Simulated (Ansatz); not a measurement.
Ideal-gas functions of `C=[C]F` radical at 500 K and 1 bar, from an Ansatz frequency run at PBE0-D4/def2-TZVP.

Molar mass 45.04 g/mol, point group Cs (symmetry number 1), electronic degeneracy 2, moments of inertia 4.342, 48.986, 53.328 u Å². Harmonic wavenumbers (cm⁻¹, unscaled): 453, 637, 829, 950, 1176, 1390, 1736, 3141, 3269.

Use S(trans) = R[1.5 ln M + 2.5 ln T − 1.1517]; rotational temperatures θ = 24.2544 K / I; S(rot) = R[ln(√π/σ · √(T³/θAθBθC)) + 1.5]; for each mode x = 1.438777 ν̃/T, S = R[x/(eˣ − 1) − ln(1 − e⁻ˣ)] and H = RT x/(eˣ − 1); 1 cm⁻¹ = 0.0119627 kJ/mol; R = 8.31446 J/(mol·K).

**Question.** By hand: the entropy, in J/(mol·K).

**Answer.** Translation 167.1. Rotation: θ = 5.586, 0.4951, 0.4548 K, giving 93.8. Vibration, mode by mode: 6.68, 4.35, 2.81, 2.14, 1.27, 0.77, 0.34, 0.01, 0.01, in all 18.4. Electronic 5.8. Sum 285.1 J/(mol·K).

**Question.** By hand: H − E and G − E in kJ/mol, counted from the electronic energy.

**Answer.** Zero-point energy ½ × 13581 × 0.0119627 = 81.2; thermal vibration 6.2; translation, rotation and pV give 4 RT = 16.6. H − E = 104.0 kJ/mol, and G − E = 104.0 − 500 × 285.1/1000 = -38.5 kJ/mol.

Vibration gives 6 % of the entropy.
